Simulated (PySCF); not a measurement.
**AlB⁻ under other conditions**

One physical setting of the base script is moved in each run, with the edits that it forces.

Method: method and basis as typed in the scripts; program: PySCF 2.14.0.

4 further runs of the same task are left out: 4 that didn't finish.

## Step 1: Starting geometry

AlB⁻: 2 atoms, charge -1, spin multiplicity 2.

Bond lengths: Al1–B2 2.110 Å.

## Step 2: The base run

input.py reads:

```python
from pyscf import gto, scf, cc

mol = gto.M(
    atom='Al 0 0 0; B 0 0 2.11',
    basis='def2-svp',
    charge=-1,
    spin=1,
    verbose=4,
)
mf = scf.UHF(mol)
mf.kernel()
mycc = cc.CCSD(mf)
mycc.kernel()
mf.dip_moment()
print('orbital energies (hartree):', [e[max(0, n-3):n+3].round(4) for e, n in zip(mf.mo_energy, mol.nelec)])
```

Command:

```
$ OMP_NUM_THREADS=1 python input.py
```

Its log is not repeated here.

In short: E(SCF) = -266.296836 Eh, E(CCSD) − E(SCF) = -0.17362 Eh, ⟨S²⟩ = 0.803.

The bond length is a typed value, not an optimised one. The dipole of an ion depends on the origin.

## Step 3: Bond 2.047 Å

Edit 1 changes bond length: 2.11 Å → 2.047 Å.

input.py reads:

```python
from pyscf import gto, scf, cc

mol = gto.M(
    atom='Al 0 0 0; B 0 0 2.047',
    basis='def2-svp',
    charge=-1,
    spin=1,
    verbose=4,
)
mf = scf.UHF(mol)
mf.kernel()
mycc = cc.CCSD(mf)
mycc.kernel()
mf.dip_moment()
print('orbital energies (hartree):', [e[max(0, n-3):n+3].round(4) for e, n in zip(mf.mo_energy, mol.nelec)])
```

Command:

```
$ OMP_NUM_THREADS=1 python input.py
```

## Step 4: PCM, ε = 20.5

Edit 2 changes solvent: none (gas phase) → PCM, ε = 20.5; step after the SCF: ccsd → analyze.

input.py reads:

```python
from pyscf import gto, scf, solvent

mol = gto.M(
    atom='Al 0 0 0; B 0 0 2.11',
    basis='def2-svp',
    charge=-1,
    spin=1,
    verbose=4,
)
mf = scf.UHF(mol)
mf = solvent.PCM(mf)
mf.with_solvent.eps = 20.5
mf.kernel()
mf.analyze()
print('orbital energies (hartree):', [e[max(0, n-3):n+3].round(4) for e, n in zip(mf.mo_energy, mol.nelec)])
```

## Step 5: Bond 0.3 Å

Edit 3 changes bond length: 2.11 Å → 0.3 Å.

Changes to input.py since step 2:

```diff
@@ -3,3 +3,3 @@
 mol = gto.M(
-    atom='Al 0 0 0; B 0 0 2.11',
+    atom='Al 0 0 0; B 0 0 0.3',
     basis='def2-svp',
```

## Step 6: Bond 2.637 Å

Edit 4 changes bond length: 2.11 Å → 2.637 Å.

Changes to input.py since step 2:

```diff
@@ -3,3 +3,3 @@
 mol = gto.M(
-    atom='Al 0 0 0; B 0 0 2.11',
+    atom='Al 0 0 0; B 0 0 2.637',
     basis='def2-svp',
```

What does the calculation give? Wanted: for each run, E(SCF); from base; gap, α spin; after the SCF.

**Answer**, as computed:

| run | E(SCF) (hartree) | from base (eV) | cycles | gap, α spin (eV) | after the SCF |
| --- | --- | --- | --- | --- | --- |
| base | -266.296836 | 0 | 21 | 6.15 | CCSD correlation -4.725 eV |
| bond 2.047 Å | -266.298790 | -0.0532 | 22 | 6.28 | CCSD correlation -4.728 eV |
| PCM, ε = 20.5 | -266.385758 | -2.4197 | 21 | 6.59 | n/a |
| bond 0.3 Å (poor choice) | -235.130277 | +848.0853 | 12 | 9.57 | CCSD correlation -5.326 eV |
| bond 2.637 Å | -266.301285 | -0.1210 | 17 | 5.88 | CCSD correlation -3.963 eV |

What this shows: Of the runs whose energies can be compared, “bond 0.3 Å” moves the SCF energy most (+848.085 eV). A continuum solvent with ε = 20.5 lowers the energy by 2.420 eV, a large gain because the system is charged. With bond 0.3 Å the frontier gap moves by over 1.5 eV, which can mean another electronic state rather than the bond length alone. Rows marked «poor choice» come from settings spoiled on purpose.
